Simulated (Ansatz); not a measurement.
## CH₂S₂, SMILES S=CS: an active-space calculation, step by step

Computed with the Ansatz DFT code, driven from Python.

The cells in order, each with its output:

In [1]:
```python
import warnings

import ansatz as az
```

In [2]:
```python
warnings.simplefilter('ignore', az.DeckWarning)
```

In [3]:
```python
mol = (
    az.Crystal.molecule()
    .atom('S', [-1.4026, 0.4172, 0.8019])
    .atom('C', [-0.3699, -0.4504, -0.0968])
    .atom('S', [1.2303, 0.1142, -0.4401])
    .atom('H', [-0.5482, -1.4249, -0.515])
    .atom('H', [1.1403, 1.2704, 0.2086])
)

model = mol.calculation().basis(gaussian='6-31G*').correlation(active_electrons=4, active_orbitals=5)
for method in [None]:
    r = (model if method is None else model.correlation(method)).run(threads=1, pin='off').report
    space = r['configurations']
    state = space['states'][0]
    print(method or 'casscf', f'total {r["free_energy_ev"] / 27.211386246:.6f} Ha, active-space state {state["energy"]["hartree"]:.6f} Ha, mean field {r["reference_energy_ev"] / 27.211386246:.6f} Ha')
    print('  determinants', state['n_determinants'], ' natural occupations', [round(n, 3) for n in space['natural_occupations']])
```
```text
casscf total -834.079697 Ha, active-space state -834.079697 Ha, mean field -834.024206 Ha
  determinants 100  natural occupations [1.972, 1.921, 0.079, 0.024, 0.004]
```

These settings explore the input space; basis and method may be short of convergence. The geometry is a force-field or estimated start, not a minimum of this method, and the basis set is short of its limit. The active space starts as a window about the frontier orbitals and is then optimised, not chosen by chemistry. Wall time of the script: 2.9 s on 1 thread of Arm Neoverse V1, with other jobs on the host, peak memory 0.18 GiB.
